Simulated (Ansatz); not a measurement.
**Worked example: the enthalpy of C2H3F3 + H2O2 → C2H3F3O + H2O**

Species: C2H3F3 (1,1,1-trifluoroethane) `CC(F)(F)F`, singlet; H2O2 (hydrogen peroxide) `OO`, singlet; C2H3F3O (2,2,2-trifluoroethanol) `OCC(F)(F)F`, singlet; H2O (water) `O`, singlet. The partners trade H for OH: C–H and O–OH bonds give way to C–OH and O–H.

Shapes, held fixed at every level: PBE0-D4/def2-TZVP. Flexible molecules stand in one conformer, not always the lowest. Programs: Ansatz 0.2.0. The zero-point and thermal terms to 298 K, harmonic and unscaled (PBE0-D4/def2-TZVP), stand in the table.

At PBE0-D4/def2-TZVPP; 1 Eh = 2625.50 kJ/mol:

| species | energy (Eh) | H(298 K) − E (kJ/mol) | tabulated ΔfH (kJ/mol) |
| --- | --- | --- | --- |
| C2H3F3 | -377.360525 | 153.0 | -744.6 |
| H2O2 | -151.458552 | 81.6 | -135.4 |
| C2H3F3O | -452.528218 | 169.9 | -888.4 |
| H2O | -76.380970 | 66.4 | -241.8 |

Work out the reaction enthalpy at 298 K from the calculation and from the table of heats.


1. Electronic: (-452.528218) + (-76.380970) − [(-377.360525) + (-151.458552)] = -0.090111 Eh = -236.6 kJ/mol.
2. Zero-point and thermal: (169.9) + (66.4) − [(153.0) + (81.6)] = +1.7 kJ/mol.
3. Computed ΔH = -234.9 kJ/mol.
4. From the heats of formation (Active Thermochemical Tables, CRC Handbook of Chemistry and Physics): (-888.4) + (-241.8) − [(-744.6) + (-135.4)] = -250.2 kJ/mol.
5. Computed less tabulated: +15.3 kJ/mol. Tabulated heats carry uncertainties of their own.
